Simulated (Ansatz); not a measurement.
C2H4Cl2, SMILES `ClCCCl`, relaxed with RKS PBE-D4/def2-SVP in Ansatz 0.2.0 from a rough embedded geometry. The force threshold is 0.03 eV/Å; the program also tests the step.

Charge 0, multiplicity 1.

Start:

```xyz
8

Cl    1.641   -0.378    1.212
C     0.064    0.198    0.755
C    -0.240   -0.226   -0.652
Cl    0.681    0.626   -1.896
H    -0.671   -0.247    1.436
H     0.035    1.283    0.888
H    -1.330    0.043   -0.916
H    -0.180   -1.300   -0.827
```

```csv
step,energy (eV),largest force (eV/Å),largest move (Å)
1,-27161.9021,2.487,0.000
2,-27162.0351,0.538,0.066
3,-27162.0504,0.242,0.021
4,-27162.0523,0.067,0.013
5,-27162.0525,0.003,0.006
```

End:

```xyz
8

Cl    1.693   -0.363    1.232
C     0.053    0.186    0.743
C    -0.296   -0.211   -0.676
Cl    0.732    0.614   -1.898
H    -0.673   -0.276    1.443
H     0.018    1.286    0.867
H    -1.348    0.067   -0.888
H    -0.178   -1.303   -0.823
```

It took 3.8 s on 4 threads of an Arm Neoverse V1 on a shared host, with 0.12 GiB of host memory at the peak.
